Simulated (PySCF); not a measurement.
C4H9PS.
SMILES with atom numbers: `[CH2:1]1[CH2:2][S:3][CH2:4][CH2:5][PH:6]1`

NICS = −σ at a ghost point: NICS(0) at the centroid of the ring atoms, NICS(1) 1 Å to either side along the normal of their mean plane, zz for the tensor component along that normal. Level: GIAO PBE0/pcSseg-1 (PySCF, non-relativistic, gas phase) on the GFN2-xTB geometry, one conformer.

Ring bond lengths (Å), with Mayer bond orders in brackets: C1–C2 1.518 (1.00), C2–S3 1.819 (1.01), S3–C4 1.819 (1.01), C4–C5 1.518 (1.00), C5–P6 1.863 (0.98), P6–C1 1.863 (0.98).

Problem. Give the NICS values of each ring in ppm.

Solution. 
```tsv
ring	type	NICS(0)	NICS(1), two faces	NICS(1)zz, two faces	rms pucker (Å)	centre to ring atoms, mean (Å)
C1–C2–S3–C4–C5–P6	6-membered ring with P and S; formal bonds all single	-1.3	-1.3 / -1.5	5.8 / 6.1	0.29	1.65
```

Problem. What can be read from them?

Solution. 
- C1–C2–S3–C4–C5–P6: mean NICS(1)zz 6.0 ppm, deshielded. C1, C2, C4, C5 have four or more neighbours, so the value isn't read as a sign of a π ring current.

Problem. Give the inner angles of the rings and the Hirshfeld charges of the ring atoms.

Solution. 
- C1–C2–S3–C4–C5–P6: C1 115.4° (-0.120 e), C2 112.6° (-0.075 e), S3 97.9° (-0.016 e), C4 112.5° (-0.075 e), C5 115.4° (-0.120 e), P6 99.1° (+0.104 e); sum 652.9° against 720° for a flat convex ring.
